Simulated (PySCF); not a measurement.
## Structure elucidation problem

The spectra below were simulated for a compound C₄H₆ClF.

¹H NMR (400 MHz, computed): δ 6.16 (m, 1H), 5.99 (m, 1H), 5.62 (m, 1H), 1.95 (m, 3H).

¹³C{¹H} NMR (computed): δ 147.2 (CH), 121.8 (CH2), 118.7 (C), 34.1 (CH3).

Equivalent nuclei averaged, in vacuum, one computed conformer, non-relativistic Hamiltonian. GIAO PBE0/pcSseg-1 shieldings; structure optimised with GFN2-xTB; PySCF 2.14.

Chemical shifts δ = σref − σ; ¹H (σref 31.72) and ¹³C (σref 186.93) against TMS, all at this level.

Task: What is the structure?

Result: 
Rings plus π bonds: 1 (no ring in the answer). 4 carbon signals for 4 carbons: no two carbons are equivalent. Carbon types of the structure: 1 × C, 1 × CH, 1 × CH2, 1 × CH3, which accounts for all hydrogens. δC 147.2: alkene CH; as expected for a trigonal carbon in a double bond. δC 121.8: terminal =CH2 carbon; the olefinic region. δC 118.7: allylic fully substituted sp3 carbon bonded to Cl and F; 2 electronegative neighbours deshield it. δC 34.1: methyl carbon; aliphatic region, no heteroatom directly attached. δH 6.16: hydrogen on an alkene CH; olefinic region. δH 5.99, 5.62: hydrogen on a terminal =CH2 carbon; attached to an sp2 carbon and in the plane of the double bond. δH 1.95: hydrogen on a methyl carbon.

Structure: `C=C[C@](C)(F)Cl`.

The data come from this structure; uniqueness wasn't tested.

Carbons that carry Cl, above all several Cl atoms, come out too deshielded, partly because spin–orbit coupling is missing. Splittings by ¹⁹F in the carbon and heteronuclear signals aren't shown, as no couplings were computed. Shifts are as computed. Against solution values, carbons near 30 ppm lie about +3 ppm off and those near 130 ppm about +5 ppm; carbons on Cl a further +6 ppm. Of 1309 compounds with measured shifts, 239 miss one by over three times the rms of a fit or turn the order of signals round; such compounds aren't used in these exercises. Multiplicities follow the n + 1 count of equivalent neighbours, as no J values were calculated; m marks all less simple cases, F and P coupling included.
